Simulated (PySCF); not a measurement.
# Worked example for oxygen: ionisation energy to the radical cation

Structure: `[O][O]` (O2). The parent is a triplet.

These are calculated values, B3LYP-D3(BJ)/ma-def2-TZVP in PySCF (grid level 2) at geometries from PBE0-D3(BJ)/ma-def2-SVP. The prefix ma- adds one diffuse s and one diffuse p function on all atoms but H. Zero-point energies come from unscaled PBE0-D3(BJ)/ma-def2-SVP harmonic frequencies.

| state | structure | E / Eh |
| --- | --- | --- |
| parent | parent | -150.390619 |
| radical cation | parent | -149.917541 |
| radical cation | radical cation | -149.930327 |
| parent | radical cation | -150.370039 |

Zero-point energy of the radical cation less that of the parent: 0.028 eV. 1 Eh = 27.2114 eV.

Question: Work out the vertical and adiabatic ionisation energy.

Answer: Vertical: (-149.917541) − (-150.390619) = 0.473078 Eh = 12.87 eV. Adiabatic: 0.460292 Eh = 12.525 eV, and 12.55 eV with zero-point energy.

Question: And the inner reorganisation energy of self-exchange?

Answer: The radical cation relaxes by 347.9 meV and the parent by 560.0 meV, so λ = 908 meV.
